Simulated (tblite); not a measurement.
H2S2.
Numbering: `[SH:1][SH:2]` (hydrogens: H3 on S1; H4 on S2)

A start from a force field or distance geometry was refined with GFN2-xTB geometry optimisation, gas phase in tblite. Values at the start:

```csv
coordinate,start
S1–S2,2.134 Å
S1–H3,1.410 Å
S2–S1–H3,111.9°
```

How do these coordinates change at the GFN2-xTB level?

```tsv
coordinate	GFN2-xTB (Å or °)	change
S1–S2	2.045	-0.089
S1–H3	1.340	-0.070
S2–S1–H3	98.1	-13.8
```

The energy falls by 31.1 kJ/mol over 18 L-BFGS steps, the largest force on an atom goes from 1.21 to 0.002 eV/Å, and the atoms move by 0.196 Å rms after alignment. The bond that changes most is S1–S2 (both ends disulfide sulfur), which shortens by 0.089 Å. Bonds longer at the end by more than 0.005 Å: 0 of 3; shorter: 3. Rotational constants go from 149502, 6370, 6360 to 148059, 7074, 7042 MHz.

Time: under 0.1 s. Hardware: an Arm Neoverse N1 with one thread, on a shared host.

Its GFN2-xTB frequencies are all real (lowest 326 cm⁻¹). One conformer, not necessarily the lowest.

Shape of the structure used: `[SH:1][SH:2]`: H–S1–S2–H 96°.

All values are computed, not measured.
